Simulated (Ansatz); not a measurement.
# One arrangement of a pair

The pair of H2O (SMILES O, atoms 1–3) and CH4O (SMILES CO, atoms 4–9), both closed shells, in one local arrangement (a lower one may exist), relaxed at PBE0-D4/def2-TZVP:

```
9
angstrom
O 0.3809 -0.3575 -2.2000
H -0.1208 -0.1042 -1.4099
H 0.3264 0.3988 -2.7864
C 0.2249 0.0798 1.2199
O -0.8449 0.2224 0.3011
H 0.9907 0.7973 0.9275
H 0.6621 -0.9231 1.1853
H -0.0919 0.3035 2.2437
H -1.5273 -0.4167 0.5189
```

Computed with Ansatz 0.2.0 (basis: def2-TZVPPD, with def2-QZVPPD for the basis limit); correlated methods freeze the cores. B3LYP uses VWN-RPA correlation. Extrapolation: Hartree–Fock as exp(−7.88 √X), correlation as X^−2.97. Interaction energies count from these two fragments, frozen as in the pair, with the counterpoise correction; negative means bound.

Task: What is the interaction energy by CCSD(T) at an estimated basis limit (MP2 extrapolated from triple and quadruple zeta, plus CCSD(T) − MP2 in triple zeta)? (Judge from chemistry; the value comes from the calculation.)

Result: Computed: -5.60 kcal/mol. Hartree–Fock alone gives -3.60 kcal/mol at the basis limit. It counts from the two fragments frozen as in the pair.

The same quantity by other methods in triple zeta, and each one's difference from that estimate:
```
   method  E_int (kcal/mol)  difference
   PBE-D4             -5.86       -0.26
revPBE-D4             -5.00        0.60
  BLYP-D4             -5.39        0.20
r2SCAN-D4             -5.86       -0.26
   B97M-V             -5.41        0.19
  PBE0-D4             -5.81       -0.22
 B3LYP-D4             -5.69       -0.09
 HSE06-D4             -5.79       -0.19
  wB97X-V             -5.57        0.03
  wB97M-V             -5.54        0.06
   B2PLYP             -5.06        0.54
       HF             -3.60        2.00
      MP2             -5.24        0.36
     CCSD             -4.89        0.71
  CCSD(T)             -5.18        0.41
```
Differences are method less estimate.

Task: Which atoms make the shortest contact between the fragments?

Result: H2 and O5, 1.89 Å apart.

Basis-set superposition shift (counterpoise-corrected less uncorrected): CCSD(T) 0.53; MP2 0.53; HF 0.04; PBE0-D4 0.04; wB97M-V 0.05 kcal/mol.

No T1 diagnostic of these runs exceeds 0.011.

For scale, one of the runs: CCSD(T)/def2-TZVPPD, 219 basis functions, launched by `ansatz run in.yaml --threads 4 --pin off --events-out ev --progress --plain --max-ram 9574MiB`. Time: 23 s of wall clock on 4 CPU threads of an INTEL XEON PLATINUM 8581C; the host was shared. Peak host memory: 3.5 GiB.
